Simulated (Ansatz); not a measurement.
in.yaml

```yaml
crystal:
  periodic: [false, false, false]
  atoms:
    - {symbol: Ga, position_ang: [-0.000932, 0.000000, 0.232544]}
    - {symbol: Li, position_ang: [-0.057897, -0.000001, -2.107496]}
    - {symbol: H, position_ang: [0.231589, -1.272323, -0.786532]}
    - {symbol: H, position_ang: [0.231589, 1.272322, -0.786533]}
basis:
  gaussian: {orbitals: 6-31G}
magnetization: {spin_polarized: false}
correlation: {method: ccsdt_q_b, electrons: valence}
```

```sh
$ ansatz run in.yaml --threads 1 --pin off --events-out ev --progress --plain --max-ram 2393MiB
```

(1) Roughly how long does this take on 1 thread of AMD EPYC 9B14, shared host, and how much host memory?

```
742 factors; integrals over basis functions are off by at most 2.1e-7 eV
mean field evaluation 1: about -52557.5052 eV, gradient 6.5e0 eV
mean field evaluation 2: about -52557.5490 eV, gradient 6.6e0 eV
mean field evaluation 4: about -52557.8501 eV, gradient 5.4e-1 eV
mean field evaluation 8: about -52557.8560 eV, gradient 2.6e-3 eV
mean field evaluation 16: about -52557.8486 eV, gradient 7.3e-1 eV
mean field evaluation 32: about -52557.8523 eV, gradient 4.9e-1 eV
mean field evaluation 64: about -52554.0445 eV, gradient 2.6e-2 eV
mean field -52557.85595188 eV, -1931.4655812372 hartree, gradient 2.9e-6 eV, S^2 0.000000; 1 other end points of the search recorded, 0 dependent functions left out; unrestricted orbitals would lower it
9 core orbitals not correlated: weight in the atoms' cores, before any rotation towards them, 1.000 or more for the frozen orbitals, at most 0.000 for the correlated occupied ones
reference -52557.85595188 eV, -1931.4655812372 hartree; 9, 9 occupied and 24, 24 virtual orbitals, 742 factors
second order -6.01412770 eV of doubles, -0.00000000 eV of singles
cycle   1  -5.77548337 eV  change    2.4e-1 eV  update   8.2e-2
cycle   2  -6.13892898 eV  change   -3.6e-1 eV  update   4.1e-2
cycle   3  -6.22721866 eV  change   -8.8e-2 eV  update   2.5e-2
cycle   4  -6.18920824 eV  change    3.8e-2 eV  update   1.0e-2
cycle   5  -6.19482251 eV  change   -5.6e-3 eV  update   6.4e-3
cycle   6  -6.20417177 eV  change   -9.3e-3 eV  update   2.5e-3
cycle   7  -6.20270060 eV  change    1.5e-3 eV  update   1.3e-3
cycle   8  -6.20146129 eV  change    1.2e-3 eV  update   7.0e-4
cycle   9  -6.20160583 eV  change   -1.4e-4 eV  update   4.0e-4
cycle  10  -6.20209679 eV  change   -4.9e-4 eV  update   2.6e-4
cycle  11  -6.20189109 eV  change    2.1e-4 eV  update   1.4e-4
cycle  12  -6.20187591 eV  change    1.5e-5 eV  update   9.3e-5
cycle  13  -6.20191521 eV  change   -3.9e-5 eV  update   5.9e-5
cycle  14  -6.20188725 eV  change    2.8e-5 eV  update   2.1e-5
cycle  15  -6.20187898 eV  change    8.3e-6 eV  update   1.2e-5
cycle  16  -6.20188842 eV  change   -9.4e-6 eV  update   7.0e-6
cycle  17  -6.20189067 eV  change   -2.2e-6 eV  update   3.4e-6
cycle  18  -6.20189067 eV  change   4.6e-10 eV  update   2.1e-6
perturbative correction 0.00014434 eV, 0.0000053043 hartree
Total energy: -52564.05769821 eV, -1931.6934912112 hartree
```

Results:

(1) 9 s wall and 0.29 GiB.
